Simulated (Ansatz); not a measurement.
# BH4 (doublet): the correlation ladder at distance H1–H2 along a hydrogen transfer = 0.813 Å, 6-31G

Aim: climb from Hartree-Fock through coupled cluster and multireference methods for BH4 (doublet) at one geometry and basis, and see what each rung misses.

Computed with Ansatz 0.2.0, Gaussian basis. Level: 6-31G, core rule «outside noble gas», up to 1 orbitals frozen.

To be run: UHF; CCSD(T) on ROHF; CCSD(T) on UHF; BCCD(T) on ROHF; CISD; CCSDT(Q) on ROHF; CCSDT(Q) on UHF; CISDTQ; CCSDTQ on ROHF; CCSDTQ on UHF; CASSCF and MRCISD+Q, 3 electrons in 3 orbitals; CASSCF and NEVPT2, 3 electrons in 3 orbitals; CASSCF and MRCISD+Q, 7 electrons in 8 orbitals; CASSCF and NEVPT2, 7 electrons in 8 orbitals; Full CI.

7 further runs of the same task are left out: 3 that didn't finish, 4 set aside as unsound or not needed.

## 1. The geometry

The geometry derives from fragments relaxed apart (PBE0/def2-TZVP) and kept rigid, so it is no stationary point. A hydrogen atom is moved between rigid fragments.

5 atoms, charge 0, spin multiplicity 2.

Atoms are counted from 1 here; the program's logs count them from 0.

Bond lengths: H1–H2 0.813 Å, H2–B3 1.340 Å, B3–H4 1.191 Å, B3–H5 1.191 Å. Angles: H1–H2–B3 180.0°, H2–B3–H4 115.3°, H2–B3–H5 115.3°, H4–B3–H5 129.4°.

Coordinates:

```xyz
5
charge 0, multiplicity 2
H    -1.9849    0.0000    0.0000
H    -1.1719    0.0000    0.0000
B     0.1681    0.0000    0.0000
H     0.6771    0.0000    1.0770
H     0.6771    0.0000   -1.0770
```

## 2. UHF

The input, in.yaml:

```yaml
crystal:
  periodic: [false, false, false]
  atoms:
    - {symbol: H, position_ang: [-1.984938, 0.000000, 0.000000]}
    - {symbol: H, position_ang: [-1.171938, 0.000000, 0.000000]}
    - {symbol: B, position_ang: [0.168062, 0.000000, 0.000000]}
    - {symbol: H, position_ang: [0.677135, 0.000000, 1.077008]}
    - {symbol: H, position_ang: [0.677135, 0.000000, -1.077008]}
basis:
  gaussian: {orbitals: 6-31G}
magnetization: {spin_polarized: true, initial_magnetization: 1}
hamiltonian: {xc: hf}
output: {orbitals: {seedname: orbitals}}
```

On the command line:

```bash
$ ansatz run in.yaml --threads 1 --pin off --events-out ev --progress --plain --max-ram 2393MiB
```

After this run come: CCSD(T) on ROHF; CCSD(T) on UHF; BCCD(T) on ROHF; CISD; CCSDT(Q) on ROHF; CCSDT(Q) on UHF; CISDTQ; CCSDTQ on ROHF; CCSDTQ on UHF; CASSCF and MRCISD+Q, 3 electrons in 3 orbitals; CASSCF and NEVPT2, 3 electrons in 3 orbitals; CASSCF and MRCISD+Q, 7 electrons in 8 orbitals; CASSCF and NEVPT2, 7 electrons in 8 orbitals; Full CI.

Q: Predict the results of all the runs planned. Wanted: FCI below the RHF energy; RMP2 from FCI; UMP2 from FCI; RCCSD from FCI; RCCSD(T) from FCI; UCCSD(T) from FCI; RCCSDT(Q) from FCI; UCCSDT(Q) from FCI; NEVPT2 pair from FCI.

**Answer**, as computed:

| quantity | value |
| --- | --- |
| FCI below the RHF energy | -2.3950 eV |
| RMP2 from FCI | +13.66 kcal/mol |
| UMP2 from FCI | +13.74 kcal/mol |
| RCCSD from FCI | +0.91 kcal/mol |
| RCCSD(T) from FCI | +0.24 kcal/mol |
| UCCSD(T) from FCI | +0.25 kcal/mol |
| RCCSDT(Q) from FCI | +0.01 kcal/mol |
| UCCSDT(Q) from FCI | 0.00 kcal/mol |
| NEVPT2 pair from FCI | +10.94 kcal/mol |
| MRCISD+Q pair from FCI | +0.09 kcal/mol |
| NEVPT2 valence from FCI | +5.00 kcal/mol |
| levels within 1 kcal/mol (43 meV) | RCCSD, UCCSD, RCCSD(T), UCCSD(T), BCCD(T), RCCSDT, UCCSDT, CISDTQ, RCCSDT(Q), UCCSDT(Q), RCCSDTQ, UCCSDTQ, MRCISD+Q pair, MRCISD valence, MRCISD+Q valence |
| T1 diagnostic | 0.018 |
| effectively unpaired electrons | 1.02 |

What this shows: RCCSD(T) lands +0.24 kcal/mol from the yardstick (0.4 % of the correlation energy). One determinant dominates. Of the multireference levels listed MRCISD+Q pair comes nearest in total energy (+0.09 kcal/mol), which doesn't show that its space is the better one. These misses are within one basis, not against nature; the frozen cores of restricted and unrestricted runs differ, which can shift their rows.
